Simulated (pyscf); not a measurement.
Structures and frequencies: ωB97X-D3(BJ)/def2-SVP in PySCF.

Q: PBE/def2-TZVP puts the barrier of F–C(F)(F)–C(F)(F)–F (SMILES FC(F)(F)C(F)(F)F) + H• (SMILES [H]) → HF (SMILES F) + F–C•(F)–C(F)(F)–F (SMILES F[C](F)C(F)(F)F) (atom transfer; doublet surface; C–F broken, F–H formed) at 1.12 eV and the reaction energy at -0.54 eV, from the separated reactants. What do r²SCAN/def2-TZVP, PBE0-D3(BJ)/def2-TZVP, ωB97M-D3(BJ)/def2-TZVP give on the same structures?

A: r²SCAN: ΔE‡ = 1.24 eV, ΔE = -0.55 eV; PBE0-D3(BJ): ΔE‡ = 1.52 eV, ΔE = -0.50 eV; ωB97M-D3(BJ): ΔE‡ = 1.68 eV, ΔE = -0.48 eV. PBE's barrier lies under all of them, by 0.12 to 0.56 eV. Its reaction energy matches one of them and lies within 0.06 eV of the others. Low barriers are usual for a GGA, whose delocalisation error favours stretched bonds. This is the saddle that the search found; another between the same sides may lie lower. The angle at the transferred F is 177°.
